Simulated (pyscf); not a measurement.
Optimised with ωB97X-D3(BJ)/def2-SVP in PySCF.

SMILES: [F][GeH]([F])[GeH3]
```xyz
8

F      2.0404     1.5626    -0.0604
Ge     1.7245    -0.1014     0.3371
F      2.9071    -0.4758     1.5565
Ge    -0.4532    -0.2336     1.3346
H      2.0927    -0.9301    -0.8985
H     -1.5032     0.1380     0.2814
H     -0.5037     0.7409     2.5132
H     -0.6892    -1.6694     1.8176
```
Charge 0, spin multiplicity 1.

List the bond dissociation enthalpies at 298 K of F–GeH(F)–GeH₃ from ωB97M-D3(BJ)/def2-TZVP, from the weakest bond up.

Ge–Ge to F–GeH•–F + GeH₃•: 2.90 eV; Ge–H to F–Ge•(F)–GeH₃ + H•: 3.39 eV; Ge–H to F–GeH(F)–GeH₂• + H•: 3.55 eV; F–Ge to F• + F–GeH•–GeH₃: 5.47 eV. Ring and multiple bonds, and those that leave no two simple radicals, are not listed. Other isomers of F–GeH•–GeH₃, F–Ge•(F)–GeH₃, F–GeH(F)–GeH₂• were not searched in full and may lie lower. Left out: the spin-orbit lowering of F. Elements up to Kr have no core potential and no relativistic terms here.
